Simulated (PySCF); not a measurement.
Rock-salt LiH: correlation energy from several methods in one and the same small orbital space (PySCF; 8 atoms at the zone centre, 8 electrons in 14 orbitals, empty ones MP2 natural orbitals of a DZ basis, lattice constant set to 4.0834 Å). It tests the methods against each other and lies far from the crystal's limit.

Full CI gives -0.2035 eV per atom.

Question: What share of it do MP2, CCSD, CCSD(T), CCSDT, CCSDT(Q), CCSDTQ recover?

Answer: MP2 68.6 %; CCSD 99.7 %; CCSD(T) 99.9 %; CCSDT 99.9 %; CCSDT(Q) 100.0 %; CCSDTQ 100.0 %.

```json
[
 {"method": "MP2", "E_corr (eV per atom)": "-0.1395", "share of full CI (%)": "68.6", "error (meV)": "64"},
 {"method": "CCSD", "E_corr (eV per atom)": "-0.2029", "share of full CI (%)": "99.7", "error (meV)": "1"},
 {"method": "CCSD(T)", "E_corr (eV per atom)": "-0.2032", "share of full CI (%)": "99.9", "error (meV)": "0"},
 {"method": "CCSDT", "E_corr (eV per atom)": "-0.2033", "share of full CI (%)": "99.9", "error (meV)": "0"},
 {"method": "CCSDT(Q)", "E_corr (eV per atom)": "-0.2034", "share of full CI (%)": "100.0", "error (meV)": "0"},
 {"method": "CCSDTQ", "E_corr (eV per atom)": "-0.2035", "share of full CI (%)": "100.0", "error (meV)": "0"},
 {"method": "full CI", "E_corr (eV per atom)": "-0.2035", "share of full CI (%)": "100.0", "error (meV)": "0"}
]
```

The Hartree–Fock determinant has a weight of 0.96 in the full CI state.

MP2, (T) and (Q) use filled levels shifted down by the Madelung term, which in so small a cell is a large part of the gap, so these rows hang on it.
